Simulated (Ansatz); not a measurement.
# AlBH (quartet): the correlation ladder, def2-QZVPP

An exercise on one series of results from a longer session: the logs are not shown, and one member is left open.

The runs use Ansatz 0.2.0, Gaussian basis; def2-QZVPP, core rule «outside noble gas», up to 6 orbitals frozen.

To be run: UHF; ROHF; CCSD(T) on UHF.

2 further runs of the same task are left out: 2 set aside as unsound or not needed.

### The geometry

The geometry is a PBE0/def2-TZVP stationary point (not a proven minimum) of the parent state, kept for this charge and spin.

3 atoms, charge 0, spin multiplicity 4.

Atoms are counted from 1 here; the program's logs count them from 0.

Bond lengths: B1–Al2 2.120 Å, B1–H3 1.196 Å. Angles: Al2–B1–H3 167.9°.

Geometry (Å):

```xyz
3

B     0.00000   -0.09198    0.31434
Al    0.00000   -0.03335   -1.80504
H     0.00000    0.12533    1.49070
```

Set-up of the first run:

Input file in.yaml:

```yaml
crystal:
  periodic: [false, false, false]
  atoms:
    - {symbol: B, position_ang: [0.000000, -0.091982, 0.314337]}
    - {symbol: Al, position_ang: [0.000000, -0.033351, -1.805038]}
    - {symbol: H, position_ang: [0.000000, 0.125333, 1.490702]}
basis:
  gaussian: {orbitals: "def2-QZVPP.json"}
magnetization: {spin_polarized: true, initial_magnetization: 3}
hamiltonian: {xc: hf}
output: {orbitals: {seedname: orbitals}}
```

Run with:

```sh
> ansatz run in.yaml --threads 1 --pin off --events-out ev --progress --plain --max-ram 2393MiB
```

Steps of the session up to this table: UHF; ROHF; CCSD(T) on UHF.

One of the session's tables, all rows but one given; the rest of the session is left out.

It belongs to the step «Misses and costs». 

| method | from UCCSD(T) (kJ/mol) |
| --- | --- |
| ROHF | +439.0 |
| UHF | ? |
| UMP2 | +80.1 |
| UCCSD | +24.5 |
| UCCSD(T) | 0 |

Q: Estimate the row for UHF from the others.

The run gave: from UCCSD(T) (kJ/mol): +428.4. In the column «from UCCSD(T) (kJ/mol)» it lies between UMP2 (+80.1) and ROHF (+439.0).
